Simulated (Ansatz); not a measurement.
Input file:

```yaml
crystal:
  periodic: [false, false, false]
  atoms:
    - {symbol: Al, position_ang: [0.000000, 0.000000, 0.034778]}
    - {symbol: O, position_ang: [0.000000, 0.000000, 1.498778]}
    - {symbol: H, position_ang: [0.000000, 0.000000, -1.533557]}
basis:
  gaussian: {orbitals: def2-SVP}
correlation: {active_space: {ras: {orbitals: [5, 0, 26], electrons: 11, max_holes: 2, max_particles: 2}, fixed_orbitals: true}}
output: {forces: true}
```

```sh
$ ansatz run in.yaml --threads 1 --pin off --events-out ev --progress --plain --max-ram 2393MiB
```

Q: What does the program do with this input?

A: Stopped by an error. The input was made wrong on purpose (electron count of the space is wrong), so the run isn't a sound calculation of what was asked.
```
338 factors; integrals over basis functions are off by at most 1.1e-3 eV
mean field evaluation 1: about -8624.1708 eV, gradient 5.3e1 eV
mean field evaluation 2: about -8624.1781 eV, gradient 5.3e1 eV
mean field evaluation 4: about -8630.3445 eV, gradient 3.7e0 eV
mean field evaluation 8: about -8630.4070 eV, gradient 1.5e-3 eV
mean field -8630.40698734 eV, -317.1616068848 hartree, gradient 1.5e-6 eV, S^2 0.000000; 0 other end points of the search recorded, 0 dependent functions left out
reference -8630.40698734 eV, -317.1616068848 hartree; 11, 11 occupied and 26, 26 virtual orbitals, 338 factors
Error: 11 electrons in 31 orbitals form no window around the highest filled level of the reference
```
